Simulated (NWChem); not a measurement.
Species: CH₃O, doublet; SMILES C[O]

```xyz
5

C     -0.0185    -0.5575     0.0000
O     -0.0096     0.7869     0.0000
H     -0.4405    -1.0381     0.9250
H      1.0691    -0.8739     0.0000
H     -0.4405    -1.0381    -0.9250
```
Atoms are numbered in this order, from 1.

Results from NWChem. Pople sets run with spherical d functions. Spin-unrestricted. The radical's symmetric form is orbitally degenerate, so geometry and low modes hang on which distorted state is reached. Geometry: optimised at PBE-D3(BJ)/def2-SVP, spin-unrestricted. No stability test was run on the SCF state. Total energies compare along this basis series because the functional is fixed.

```tsv
level	basis functions	energy (Ha)	highest occupied level (eV)	lowest empty minus highest occupied level, either spin (eV)	dipole (D)	<S²>
UHF/3-21G	24	-113.7825	-11.57	15.45	2.10	0.757
UHF/6-31G*	34	-114.4149	-11.96	15.21	1.90	0.759
UHF/6-31+G*	42	-114.4190	-12.09	14.31	2.00	0.760
UHF/6-311G**	54	-114.4488	-11.97	15.11	1.90	0.759
UHF/6-311++G**	65	-114.4523	-12.07	13.15	1.98	0.760
```
